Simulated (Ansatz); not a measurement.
## Ansatz (development build ahead of 0.2.0) run

```yaml
crystal:
  periodic: [false, false, false]
  atoms:
    - { symbol: C, position_ang: [0.0, 0.0, 0.0] }
    - { symbol: "N", position_ang: [0.0, 0.0, 4.088] }
basis:
  gaussian: { orbitals: pcseg-2 }
magnetization:
  initial_magnetization: 3
hamiltonian:
  xc: pbe0
```

The input is written out in the form of the current development build from the run's settings.

Results

```
Converged                       : yes
Total energy                    : -92.27411 hartree
Spin squared of the determinant : 3.750
Stability test                  : minimum among restricted orbitals
```

Caution: stretched shape with no unrestricted run beside it, a lower state can exist; charge can spread falsely over distant fragments.
